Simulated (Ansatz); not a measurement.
**The phosphorus atom (quartet): the correlation ladder, 6-31G***

The task here is to estimate one member of a computed series from the others.

Computed with Ansatz 0.2.0, Gaussian basis. Level: 6-31G*, core rule «outside noble gas», up to 5 orbitals frozen.

The runs, in order: CCSD(T) on UHF; BCCD(T) on ROHF; CISD; CCSDT(Q) on ROHF; CCSDT(Q) on UHF; CISDTQ; CCSDTQ on ROHF; CCSDTQ on UHF; CASSCF and MRCISD+Q, 5 electrons in 4 orbitals; CASSCF and MRCISD+Q(relaxed), 5 electrons in 4 orbitals; CASSCF and NEVPT4(SD), 5 electrons in 4 orbitals; CASSCF and NEVPT2, 5 electrons in 4 orbitals; Full CI.

## The atom

A free atom, in its lowest state of this spin that the program finds.

1 atom, charge 0, spin multiplicity 4.

Set-up of the first run:

The input, in.yaml:

```yaml
crystal:
  periodic: [false, false, false]
  atoms:
    - {symbol: P, position_ang: [0.000000, 0.000000, 0.000000]}
basis:
  gaussian: {orbitals: "6-31G*"}
magnetization: {spin_polarized: true, initial_magnetization: 3}
correlation: {method: ccsd_t, electrons: outside_noble_gas}
```

The run is started by

```bash
$ ansatz run in.yaml --threads 1 --pin off --events-out ev --progress --plain --max-ram 2393MiB
```

Steps of the session up to this table: CCSD(T) on UHF; BCCD(T) on ROHF; CISD; CCSDT(Q) on ROHF; CCSDT(Q) on UHF; CISDTQ; CCSDTQ on ROHF; CCSDTQ on UHF; CASSCF and MRCISD+Q, 5 electrons in 4 orbitals; CASSCF and MRCISD+Q(relaxed), 5 electrons in 4 orbitals; CASSCF and NEVPT4(SD), 5 electrons in 4 orbitals; CASSCF and NEVPT2, 5 electrons in 4 orbitals; Full CI.

One of the session's tables, all rows but one given; the rest of the session is left out.

It belongs to the step «Misses and costs». 

| method | from FCI (meV) |
| --- | --- |
| UHF | +2009.4 |
| UMP2 | +467.0 |
| UCCSD | +34.7 |
| UCCSD(T) | +8.2 |
| BCCD(T) | +8.7 |
| UCCSDT | ? |
| UCCSDT(Q) | -0.3 |
| UCCSDTQ | -0.6 |
| CASSCF valence | +2015.3 |
| NEVPT2 valence | +462.6 |
| NEVPT4(SD) valence | +5.2 |
| MRCISD valence | +51.9 |
| MRCISD+Q valence | -35.5 |
| MRCISD+Q(relaxed) valence | -35.5 |
| FCI | 0 |

Q: Estimate the row for UCCSDT from the others.

**Answer.** from FCI (meV): +0.8. In the column «from FCI (meV)» it lies between FCI (0) and NEVPT4(SD) valence (+5.2).

Not comparable, so not listed: CISD; CCSDTQ on ROHF (they don't share determinant, frozen orbitals or solution with the rows shown, or repeat one).

Caveats from the session: MRCISD+Q valence, MRCISD+Q(relaxed) valence fall below full CI: the +Q correction isn't variational, and the cores differ from full CI's. Levels on UHF freeze UHF's core orbitals, full CI those of ROHF, so the U rows can settle a little off it for that reason alone.
